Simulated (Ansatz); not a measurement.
Corundum Cr2O3 was calculated with revPBE (Ansatz, an electronic-structure program, PAW).

Settings: plane-wave cutoff 520 eV, 8×8×8 k mesh, Fermi–Dirac smearing 0.01 eV, spin-polarised with opposed moments, scalar-relativistic PAW data made under PBE.

Shape and atoms are relaxed at each volume.

Pressure at four volumes; x = ln(V/9.939 Å³). One pressure is withheld.

```json
[
 {"V (Å³/atom)": "9.542", "x": "-0.0408", "P (GPa)": "?"},
 {"V (Å³/atom)": "9.740", "x": "-0.0202", "P (GPa)": "4.11"},
 {"V (Å³/atom)": "9.939", "x": "0.0000", "P (GPa)": "0.00"},
 {"V (Å³/atom)": "10.337", "x": "0.0393", "P (GPa)": "-7.03"}
]
```

Question: Pass a parabola P(x) through the three rows shown, estimate the bulk modulus and its pressure derivative near zero pressure, and predict the withheld pressure.

Answer: Slopes between the rows: (0.00 − (4.11))/(0.0000 − (-0.0202)) = -203.47 and (-7.03 − (0.00))/(0.0393 − (0.0000)) = -178.88 GPa. Their difference over the span 0.0595 is c = 24.59/0.0595 = 413.3 GPa, so P(x) = 4.11 + (-203.47)(x − (-0.0202)) + 413.3 (x − (-0.0202))(x − (0.0000)). At the middle row B = −dP/dx = −[-203.47 + 413.3 × 0.0202] = 195.1 GPa, and B′ = dB/dP = 2c/B = 4.2. At x = -0.0408 the parabola gives 8.65 GPa; the run gives 8.65 GPa. The Birch–Murnaghan fit to the energies at all volumes has B0 = 195 GPa and B′ = 4.2.

Measured, for comparison: bulk modulus 234 GPa (temperature not stated, no zero-point or thermal correction, our sources range from 206 to 245; as tabulated in Toher et al. (2017), arXiv:1611.05714). Computed (rounded) less measured: bulk modulus not scored (sources differ).

Note: without U or exact exchange, gaps and moments of open d shells tend to come out too small; the bulk modulus comes from volumes at which shape and atoms were relaxed.
